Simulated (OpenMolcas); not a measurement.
# PH: electronic states by CASSCF, CASPT2 and spin–orbit RASSI

Which states of PH lie lowest, and how does spin–orbit coupling split them?

Program: OpenMolcas 26.06. Level of theory: SA-CASSCF(6,5), XMS-CASPT2, RASSI; ANO-RCC-VTZP. These are calculated values, not measurements.

## 1. The job

C2 symmetry about the axis (a holds Σ, Δ, Γ; b holds Π, Φ, H; Σ⁺ and Σ⁻ are not told apart); roots by multiplicity and irrep: 3a 4, 1a 3, 3b 4, 1b 4, 5a 1.

Active shells: P 3s 3p, H 1s.

Contents of m.inp:

```
&GATEWAY
Coord
2
angstrom
P 0.0 0.0 0.0
H 0.0 0.0 1.4420
Basis=ANO-RCC-VTZP
Group=XY
RX2C
AMFI
ANGMom
0.0 0.0 0.0
RICD
&SEWARD
&GUESSORB
&RASSCF
FileOrb=$CurrDir/o31.orb
Symmetry=1
Spin=3
nActEl=6 0 0
Inactive=3 2
RAS2=3 2
CIRoot=4 4 1
Linear
Iterations=120 100
OrbListing=Nothing
PRWF=0.15
>>COPY $Project.RasOrb $CurrDir/o31.orb
>>COPY $Project.rasscf.h5 $CurrDir/r31.h5
&CASPT2
XMultistate=all
Imaginary=0.2
IPEA=0.25
MaxIter=40
>>COPY $Project.JobMix JOB001
&RASSCF
FileOrb=$CurrDir/o11.orb
Symmetry=1
Spin=1
nActEl=6 0 0
Inactive=3 2
RAS2=3 2
CIRoot=3 3 1
Linear
Iterations=120 100
OrbListing=Nothing
PRWF=0.15
>>COPY $Project.RasOrb $CurrDir/o11.orb
>>COPY $Project.rasscf.h5 $CurrDir/r11.h5
&CASPT2
XMultistate=all
Imaginary=0.2
IPEA=0.25
MaxIter=40
>>COPY $Project.JobMix JOB002
&RASSCF
FileOrb=$CurrDir/o32.orb
Symmetry=2
Spin=3
nActEl=6 0 0
Inactive=3 2
RAS2=3 2
CIRoot=4 4 1
Linear
Iterations=120 100
OrbListing=Nothing
PRWF=0.15
>>COPY $Project.RasOrb $CurrDir/o32.orb
>>COPY $Project.rasscf.h5 $CurrDir/r32.h5
&CASPT2
XMultistate=all
Imaginary=0.2
IPEA=0.25
MaxIter=40
>>COPY $Project.JobMix JOB003
&RASSCF
FileOrb=$CurrDir/o12.orb
Symmetry=2
Spin=1
nActEl=6 0 0
Inactive=3 2
RAS2=3 2
CIRoot=4 4 1
Linear
Iterations=120 100
OrbListing=Nothing
PRWF=0.15
>>COPY $Project.RasOrb $CurrDir/o12.orb
>>COPY $Project.rasscf.h5 $CurrDir/r12.h5
&CASPT2
XMultistate=all
Imaginary=0.2
IPEA=0.25
MaxIter=40
>>COPY $Project.JobMix JOB004
&RASSCF
FileOrb=$CurrDir/o51.orb
Symmetry=1
Spin=5
nActEl=6 0 0
Inactive=3 2
RAS2=3 2
CIRoot=1 1 1
Linear
Iterations=120 100
OrbListing=Nothing
PRWF=0.15
>>COPY $Project.RasOrb $CurrDir/o51.orb
>>COPY $Project.rasscf.h5 $CurrDir/r51.h5
&CASPT2
XMultistate=all
Imaginary=0.2
IPEA=0.25
MaxIter=40
>>COPY $Project.JobMix JOB005
&RASSI
Nr of JobIphs=5 4 3 4 4 1
1 2 3 4
1 2 3
1 2 3 4
1 2 3 4
1
SpinOrbit
EJob
Omega
MEES
MESO
Properties=4
'AngMom' 3 'Mltpl  1' 1 'Mltpl  1' 2 'Mltpl  1' 3
Thrs=1.0d-4
>>COPY $Project.rassi.h5 $CurrDir/so.h5
```

Each module block was a call of its own in one work directory; start orbitals came from a preliminary run.

Run with:

```
pymolcas m.inp
```

## 2. CASSCF and CASPT2, block by block

Further steps of the session: From Λ–S states to Ω levels.

Before running it: what results should come out? Wanted: lowest spin-free state; next spin-free state; lowest level; next level; lowering by spin–orbit coupling.

As calculated:

| quantity | value |
| --- | --- |
| lowest spin-free state | (1)3Σ |
| next spin-free state | (1)1Δ, 1.128 eV |
| lowest level | Ω = 0, 100 % (1)3Σ |
| next level | Ω = 1, 3 cm⁻¹ |
| lowering by spin–orbit coupling | 4 cm⁻¹ |

What this shows: At 1.442 Å the lowest computed level has Ω = 0 and is 100 % (1)3Σ. The levels that stem mainly from (1)3Σ spread over 3 cm⁻¹. Only the spin multiplicities and numbers of roots in the input were computed, so the list of states is not complete and the lowest one found need not be the ground state; labels number the states computed.
